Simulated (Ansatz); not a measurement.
Input file:

```yaml
crystal:
  periodic: [false, false, false]
  atoms:
    - {symbol: Ge, position_ang: [0.000000, -0.056997, -0.027033]}
    - {symbol: H, position_ang: [0.000000, 1.063853, -1.160521]}
    - {symbol: H, position_ang: [0.000000, 3.043797, 3.108756]}
basis:
  gaussian: {orbitals: cc-pVDZ, fitting: {mean_field: def2-universal-jkfit}}
magnetization: {spin_polarized: false}
hamiltonian: {xc: {name: r2SCAN}}
correlation: {method: ccsdt_q, electrons: outside_noble_gas}
accuracy: high
scf: {lower_state_search: light}
output: {forces: true}
```

```sh
$ ansatz run in.yaml --threads 1 --pin off --events-out ev --progress --plain --max-ram 2393MiB
```

Log:

```
302 factors; integrals over basis functions are off by at most 7.4e-1 eV
mean field evaluation 1: about -56538.0075 eV, gradient 2.0e1 eV
mean field evaluation 2: about -56538.0084 eV, gradient 2.0e1 eV
mean field evaluation 4: about -56533.1280 eV, gradient 1.6e1 eV
mean field evaluation 8: about -56541.0333 eV, gradient 1.4e1 eV
mean field evaluation 16: about -56543.4750 eV, gradient 1.6e-8 eV
mean field evaluation 32: about -56532.7435 eV, gradient 1.4e1 eV
mean field -56543.47504685 eV, -2077.9343814279 hartree, gradient 1.7e-8 eV, S^2 0.000000; 2 other end points of the search recorded, 0 dependent functions left out; unrestricted orbitals would lower it
unrestricted determinant -56500.68941481 eV, -2076.3620384515 hartree, S^2 1.0079
14 core orbitals not correlated: weight in the atoms' cores, before any rotation towards them, 0.999 or more for the frozen orbitals, at most 0.000 for the correlated occupied ones
reference -56496.55649466 eV, -2076.2101564372 hartree; 3, 3 occupied and 20, 20 virtual orbitals, 302 factors
second order -4.42678610 eV of doubles, -0.41778669 eV of singles
cycle   1  -3.72795081 eV  change    -1.1e0 eV  update   1.4e-1
cycle   2  -4.34942979 eV  change   -6.2e-1 eV  update   1.1e-1
cycle   3  -4.76768986 eV  change   -4.2e-1 eV  update   1.0e-1
cycle   4  -5.07607568 eV  change   -3.1e-1 eV  update   8.8e-2
...
cycle  26  -6.23502009 eV  change   -1.9e-7 eV  update   9.1e-8
cycle  27  -6.23502039 eV  change   -3.0e-7 eV  update   5.9e-8
cycle  28  -6.23502049 eV  change   -1.0e-7 eV  update   1.9e-8
cycle  29  -6.23502048 eV  change    6.2e-9 eV  update   1.0e-8
cycle  30  -6.23502046 eV  change    2.0e-8 eV  update   5.5e-9
cycle  31  -6.23502046 eV  change  -9.6e-10 eV  update   2.7e-9
cycle  32  -6.23502046 eV  change   -3.0e-9 eV  update   1.5e-9
cycle  33  -6.23502046 eV  change    1.2e-9 eV  update  8.4e-10
cycle  34  -6.23502046 eV  change   9.9e-10 eV  update  3.8e-10
cycle  35  -6.23502046 eV  change  -1.7e-10 eV  update  2.4e-10
perturbative correction -0.00911168 eV, -0.0003348480 hartree
WARN: these amplitudes may be one of several solutions (largest doubles amplitude 0.89, level shift 8.30 eV)
the calculation of the forces begins
Total energy: -56502.80062680 eV, -2076.4396240610 hartree
Atom 0 at     0.000000    -0.056997    -0.027033 Å, force     0.000000    -0.114225     0.182287 eV/Å
Atom 1 at     0.000000     1.063853    -1.160521 Å, force    -0.000000     0.148133    -0.146974 eV/Å
Atom 2 at     0.000000     3.043797     3.108756 Å, force     0.000000    -0.033907    -0.035312 eV/Å
Dipole moment:    -0.000000    -0.029548    -0.020390 e Å
```

Forces (eV/Å):
```
Ge   0.000 -0.114  0.182
H    0.000  0.148 -0.147
H    0.000 -0.034 -0.035
```

Ran on 1 thread of Intel Xeon Platinum 8488C, shared host: 8 s wall, 0.21 GiB peak host memory.
